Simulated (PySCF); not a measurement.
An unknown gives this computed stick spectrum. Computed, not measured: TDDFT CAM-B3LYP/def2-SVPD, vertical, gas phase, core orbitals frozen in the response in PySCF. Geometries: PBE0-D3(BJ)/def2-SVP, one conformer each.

| state | E (eV) | f | main configurations (H = HOMO, L = LUMO) |
| --- | --- | --- | --- |
| S1 | 8.16 | 0.0058 | H-1→L (91%) |
| S2 | 8.16 | 0.094 | H→L (92%) |
| S3 | 8.59 | 0.040 | H-2→L (85%) |
| S4 | 8.72 | 0.0028 | H→L+1 (84%) |
| S5 | 8.75 | 0.079 | H-1→L+1 (89%) |
| S6 | 8.94 | 0.017 | H-1→L+2 (74%), H-1→L+5 (11%) |
| S7 | 8.97 | 0.0021 | H→L+2 (80%), H→L+5 (10%) |
| S8 | 9.02 | 0.0040 | H-1→L+3 (74%), H-3→L (15%) |
| S9 | 9.10 | 0.0053 | H→L+3 (88%) |
| S10 | 9.13 | 0.039 | H-2→L+1 (66%), H-4→L (12%) |

Orbital energies (eV): HOMO-3 -10.76, HOMO-2 -10.11, HOMO-1 -9.64, HOMO -9.64, LUMO 1.33, LUMO+1 1.94, LUMO+2 2.23.

Task: Which candidate is it? All have the formula C6H12.
A. `CCC=C(C)C`
B. `CC1(C)CCC1`
C. `C/C=C/CCC`
D. `C(=C\CC)/CC`
E. `C(=C)[C@@H](CC)C`

Result: B. Its S1, at 8.16 eV, is the highest among the candidates; the nearest of the others has S1 at 7.38 eV. S1 is HOMO-1→LUMO (91%). Löwdin shares by element: HOMO (one of a set within 0.03 eV) carbon 64% or more, hydrogen 6% or more (atoms not listed hold the other 31%); LUMO carbon 41% or more (atoms not listed hold the other 59%). At the same level the other candidates give, for their lowest levels:
- `C=C[C@H](C)CC`: 7.38 eV (f 0.053); 7.39 eV (f 0.422); 7.68 eV (f 0.001); 7.93 eV (f 0.002); 8.08 eV (f 0.003); T1 4.39 eV; HOMO -8.74, LUMO 1.43 eV
- `C/C=C/CCC`: 6.93 eV (f 0.024); 7.09 eV (f 0.423); 7.18 eV (f 0.000); 7.54 eV (f 0.015); 8.03 eV (f 0.003); T1 4.30 eV; HOMO -8.23, LUMO 1.45 eV
- `CC/C=C/CC`: 7.06 eV (f 0.463); 7.06 eV (f 0.067); 7.20 eV (f 0.027); 7.61 eV (f 0.014); 7.98 eV (f 0.024); T1 4.33 eV; HOMO -8.28, LUMO 1.42 eV
- `CCC=C(C)C`: 6.45 eV (f 0.016); 6.90 eV (f 0.480); 7.27 eV (f 0.020); 7.39 eV (f 0.023); 7.92 eV (f 0.043); T1 4.24 eV; HOMO -7.94, LUMO 1.31 eV
Triplets come from the Tamm–Dancoff approximation.
